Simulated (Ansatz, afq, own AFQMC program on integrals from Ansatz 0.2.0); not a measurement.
# AlSiH₃, singlet → AlSiH3, triplet

```yaml
atoms:
  - { symbol: Si, position_ang: [-1.1719, 0.0063, 0.0220] }
  - { symbol: Al, position_ang: [1.4166, -0.0076, -0.0266] }
  - { symbol: H, position_ang: [-1.7486, 1.3889, 0.0076] }
  - { symbol: H, position_ang: [-1.7365, -0.6584, 1.2401] }
  - { symbol: H, position_ang: [-1.7815, -0.7021, -1.1488] }
```

Connectivity, by distances: SiH3–Al.

E(triplet, charge +0) − E(singlet, charge +0) at this geometry, on RHF and UHF determinants.

Basis cc-pVDZ. Only valence electrons are correlated. AFQMC by an in-house program on the Cholesky factors that Ansatz 0.2.0 writes for its CCSD(T) run. The CISD trial takes its coefficients from CCSD amplitudes. Released means that phaseless walkers are propagated on without the constraint, phases kept. ± is one standard error of the sampling. The errors of all members are added in quadrature.

No full CI on the walks' own integrals is used here; CCSDT(Q) serves as the reference and is uncertain by about the last step of the cluster series. Each member takes its own surest rung, up to full CI.

The best estimate is CCSD(T) at the basis-set limit (CBS: def2-TZVPP and def2-QZVPP, with their diffuse functions for anions and beside diffuse sets, CCSD(T) itself extrapolated) plus the step from CCSD(T) to CCSDT(Q) in cc-pVDZ. Rows without CBS are in cc-pVDZ, the functionals in def2-TZVP; B2PLYP and the wave-function rows carry a basis error of their own. Core correlation and relativity beyond core potentials are missing, and ± holds the sampling alone.

Cautions: AlSiH₃ (singlet): restricted determinant unstable towards unrestricted (UHF 28 meV lower, ⟨S²⟩ 0.25), its ph-AFQMC/CISD value lies 15 ± 3 meV above CCSDTQ; AlSiH₃ (triplet): another spin lies lower; core correlation is missing, and it shifts such a gap most where an s electron is promoted.

Best estimate: 1.496 eV.

```csv
level,vertical spin gap (eV),error against the best estimate (eV)
HF,0.859,-0.638
MP2,1.314,-0.183
CCSD,1.448,-0.049
CCSD(T),1.448,-0.048
CCSDT,1.441,-0.055
CCSDT(Q),1.442,-0.055
ph-AFQMC/CISD,1.442 ± 0.004,-0.054 ± 0.004
released AFQMC,1.441 ± 0.005,-0.055 ± 0.005
HF/CBS,0.835,-0.661
MP2/CBS,1.424,-0.073
CCSD(T)/CBS,1.502,0.006
PBE,1.331,-0.165
r2SCAN,1.131,-0.366
PBE0,1.306,-0.191
B3LYP,1.488,-0.009
wB97M-V,1.681,0.185
B2PLYP,1.477,-0.019
```

Correlation beyond CCSD(T) takes off 0.006 eV. Going to the basis-set limit adds 0.054 eV at CCSD(T). The perturbative (T) step is worth +0.001 eV.

Best estimates are given only where the step beyond CCSD(T) is under 0.3 eV and no member's determinant is very poor (T1 over 0.05, or 0.07 for open shells, ⟨S²⟩ too high by 0.3, two states mixed), so the hardest cases are missing from such tables.

The functionals ran in a triple-zeta set and keep a basis error of their own, a few kJ/mol for each bond in atomization energies and more for double hybrids, so close places among them and the extrapolated levels can swap.

CCSDT and higher add their correlation energy to the determinant of the CCSD(T) run, since their own runs factorise the integrals more tightly (a shift of under 2 meV). Each member of a difference takes its own highest rung, so a best estimate needn't equal the limit plus the step of one row. A walk keeps the symmetry of its determinant, which the program's search chose and which needn't be the lowest solution, so a lower state of the same spin and another symmetry isn't excluded. Released energies are given only where the last usable release times agree within the noise; a slower fall can still hide under it.
